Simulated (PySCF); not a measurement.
Compound: H₆OPSi (charge +1).
SMILES with atom numbers: `[OH:1][SiH2:2][PH3+:3]` (hydrogens: H4 on O1; H5, H6 on Si2; H7, H8, H9 on P3)

Theory: PBE0-D3(BJ)/def2-SVP geometry optimisation, gas phase (PySCF).

(1) What internal coordinates does the optimisation give?

## Answers

(1) 
```csv
bond,length (Å)
O1–Si2,1.632
Si2–P3,2.326
O1–H4,0.965
"Si2–H5, Si2–H6",1.482
"P3–H7, P3–H8, P3–H9",1.412
```

Bonds in one row agree within 0.01 Å and their mean is given. A selection of angles:
```csv
angle,degrees
Si2–O1–H4,124.5
O1–Si2–P3,96.3
O1–Si2–H5,117.4
P3–Si2–H5,103.3
H5–Si2–H6,114.8
Si2–P3–H7,112.4
Si2–P3–H8,112.8
Si2–P3–H9,114.9
H7–P3–H8,105.2
```

Torsions: H4–O1–Si2–P3 177° (antiperiplanar). The mirror-image conformer, all signs reversed, is as good.

P3 (phosphorus bonded to Si and 3 H) is distorted tetrahedral (angles from 105.2° to 114.9°). Si2 (oxygen-bound silicon) has angles from 96.3° to 117.4°.

Point group: near Cs, missed by 0.09 Å at most; the miss may be what the optimiser left on a soft mode. Not checked by PBE0-D3(BJ)/def2-SVP frequencies. Torsions: H–O1–Si2–P3 177°.

Time: 14 s wall. Hardware: one thread of an Arm Neoverse V2, no GPU, shared host. These figures are those of the optimisation.
